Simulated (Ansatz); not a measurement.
Ca3Ni: from a trial structure to a relaxed crystal

Computed with Ansatz, DFT PBE, scalar-relativistic, plane waves, PAW. Cutoff 420 eV, Γ-centred k mesh, Gaussian smearing, no spin polarisation in the final step.

Ca3Ni was placed on the Ni3Sn (D0_19) structure type (P6_3/mmc, No. 194), with Ni in place of Sn, Ca in place of Ni, at a guessed volume.

```
Ca Ni
1.0
     6.50625    0.00000    0.00000
    -3.25313    5.63458    0.00000
     0.00000    0.00000    5.22227
Ca Ni
6 2
Direct
  0.83300 0.66600 0.25000
  0.16700 0.83300 0.75000
  0.33400 0.16700 0.25000
  0.16700 0.33400 0.75000
  0.83300 0.16700 0.25000
  0.66600 0.83300 0.75000
  0.33333 0.66667 0.25000
  0.66667 0.33333 0.75000
```

Cell and atoms relax at zero pressure; the relaxation can't lower the symmetry of the start. After a coarse first stage the cell is made exact in the group found at 0.06 Å.

The zero of energy is the elements' standard structures at the same level; no fitted shifts are applied.

Q: Which crystal results?

A: It keeps P6_3/mmc (No. 194), but not the shape of the type it started on. Conventional cell: a = 9.042 Å, c = 3.951 Å. Around Ca lie 2 Ni at 2.84 Å; around Ni lie 6 Ca at 2.84 Å.

```
Ca Ni
1.0
     9.04194    0.00000    0.00000
    -4.52097    7.83055    0.00000
     0.00000    0.00000    3.95131
Ca Ni
6 2
Direct
  0.79667 0.59333 0.25000
  0.20333 0.79667 0.75000
  0.40667 0.20333 0.25000
  0.20333 0.40667 0.75000
  0.79667 0.20333 0.25000
  0.59333 0.79667 0.75000
  0.33333 0.66667 0.25000
  0.66667 0.33333 0.75000
```

Q: What are its volume, energy, density and gap?

A: The volume per atom is 34.97 Å³, the density is 2.12 g/cm³ and the energy over the elements is 0.16 eV/atom. The gap on the 6×6×10 mesh is 0 eV (a metal).

The final run used a 6×6×10 mesh on its 8-atom cell and 0.10 eV smearing. The k mesh leaves about 4 meV/atom of noise in metals. A structure relaxed within its symmetry needn't be a true minimum. The steps took of the order of 21 core-minutes in all.